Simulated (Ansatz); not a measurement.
A displaced shape of singlet CH(+):

```yaml
atoms:
  - { symbol: C, position_ang: [-0.0003, 0.0075, -0.2133] }
  - { symbol: H, position_ang: [0.0311, -0.0261, 0.9541] }
```

It was optimised with PBE0/def2-SVP in Ansatz (development build ahead of 0.2.0) to forces under 0.001 eV/Å, with restricted orbitals. Each step stands on the lowest determinant of that kind that the program's search found.

Problem. What shape does it relax to, and how does the optimisation go?

Solution.

```xyz
2

C     0.0000    0.0072   -0.2028
H     0.0308   -0.0258    0.9436
```

Bond lengths: C1–H2 1.147 Å.

```tsv
step	E − E(start) (eV)	largest force (eV/Å)
1	0.0000	0.5574
2	-0.0055	0.1588
3	-0.0060	0.0057
4	-0.0060	0.0000
```

The optimisation ended after 4 steps with its threshold met. Caution: near this shape an unrestricted determinant lies lower.
